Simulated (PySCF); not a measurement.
Simulated C 1s region for `C=C=CC(C)=O`, binding energy against the vacuum level.

Every computed line was given a Gaussian of 0.4 eV full width at half maximum and an area set by the number of equivalent atoms; the highest printed point is 100. Computed with delta-SCF UKS SCAN, pcX-2 on the ionised atom, pcseg-1 elsewhere, spin-free X2C in PySCF 2.14.0.

| binding energy (eV) | intensity |
| --- | --- |
| 290.4 | 0 |
| 290.5 | 1 |
| 290.6 | 6 |
| 290.7 | 21 |
| 290.8 | 48 |
| 290.9 | 81 |
| 291.0 | 100 |
| 291.1 | 93 |
| 291.2 | 66 |
| 291.3 | 36 |
| 291.4 | 15 |
| 291.5 | 5 |
| 291.6 | 1 |
| 291.7 | 0 |
| 291.8 | 0 |
| 291.9 | 0 |
| 292.0 | 0 |
| 292.1 | 0 |
| 292.2 | 0 |
| 292.3 | 0 |
| 292.4 | 0 |
| 292.5 | 0 |
| 292.6 | 0 |
| 292.7 | 0 |
| 292.8 | 1 |
| 292.9 | 4 |
| 293.0 | 10 |
| 293.1 | 20 |
| 293.2 | 27 |
| 293.3 | 26 |
| 293.4 | 18 |
| 293.5 | 9 |
| 293.6 | 3 |
| 293.7 | 1 |
| 293.8 | 0 |

Question: Count the maxima, the lines and the sites behind this envelope.

Answer: The curve has 2 maxima (at 291.0 and 293.2 eV). Under it lie 5 lines from 5 inequivalent carbon sites. At this width some lines have no maximum of their own.

Question: Decompose the envelope and assign each component. Numbering: `[CH2:1]=[C:2]=[CH:3][C:4]([CH3:5])=[O:6]`.

Answer: 
```json
{"position (eV)": "290.97", "relative area": "1", "line": "C 1s", "atoms": "C3", "environment": "outer carbon of cumulated double bonds"}
{"position (eV)": "291.00", "relative area": "1", "line": "C 1s", "atoms": "C5", "environment": "methyl carbon next to a carbonyl"}
{"position (eV)": "291.00", "relative area": "1", "line": "C 1s", "atoms": "C1", "environment": "outer carbon of cumulated double bonds"}
{"position (eV)": "291.17", "relative area": "1", "line": "C 1s", "atoms": "C2", "environment": "central carbon of cumulated double bonds"}
{"position (eV)": "293.24", "relative area": "1", "line": "C 1s", "atoms": "C4", "environment": "ketone carbonyl carbon"}
```

Question: What are the centre and the root-mean-square width of the whole band?

Answer: The area-weighted mean of the lines is 291.47 eV. Their own spread about it is 0.89 eV (rms) and each Gaussian has σ = 0.4/2.355 = 0.17 eV; the variances add, which gives 0.90 eV.

Lowest listed C 1s: C3, bonded to C (double bond), C and H. Highest, 2.27 eV above it: C4, bonded to O (double bond) and 2 C. Summing the Pauling electronegativity differences to the bonded atoms, each weighted by its formal bond order, gives -0.35 for the lowest site and +1.78 for the highest; no listed site has a larger sum than the highest. The smallest sum, -1.05, belongs to C5, 0.03 eV above the lowest. The values 290.97, 291.00 and 291.00 eV lie too close for their order to be trusted.

Shake-up satellites, vibrational structure and lifetime widths aren't simulated. The unrestricted hole states depart most from a pure doublet (⟨S²⟩ = 0.75; over 0.85 named) for C 1s of C2 (0.91), which makes this value less certain. Geometry: PBE0-D3(BJ)/def2-SVP, one conformer, isolated molecule.

Shape of the structure used: `[CH2:1]=[C:2]=[CH:3][C:4]([CH3:5])=[O:6]`: C2–C3–C4–C5 0°.
